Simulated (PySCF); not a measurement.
## What builds the electron affinity along the third row

All values are computed (PySCF 2.14, energy differences of UHF-based or UKS calculations, no spin-orbit coupling). Each column adds one step, in eV (sums use unrounded values): valence MP2, valence CCSD, valence triples, then the next inner shell at CCSD(T) (Si 2s 2p, S 2s 2p, Cl 2s 2p). References (photodetachment measurements) marked * lie between the lowest fine-structure levels; the others compare directly ((s) semi-empirical, (t) theoretical).

```tsv
element	UHF	+ MP2	+ CCSD	+ (T)	+ inner shell	sum	reference
Si [Ne] 3s2 3p3 → [Ne] 3s2 3p2 (def2-QZVPPD, non-relativistic)	0.791	0.540	-0.065	0.061	-0.012	1.315	1.390 *
S [Ne] 3s2 3p5 → [Ne] 3s2 3p4 (def2-QZVPPD, non-relativistic)	0.881	1.098	-0.067	0.085	-0.002	1.996	2.077 *
Cl [Ar] → [Ne] 3s2 3p5 (def2-QZVPPD, non-relativistic)	2.369	1.311	-0.211	0.093	-0.001	3.562	3.613 *
```

What remains against the references is mostly basis incompleteness and, for starred values, spin-orbit coupling.

These are valence bases, so the inner-shell step is incomplete.
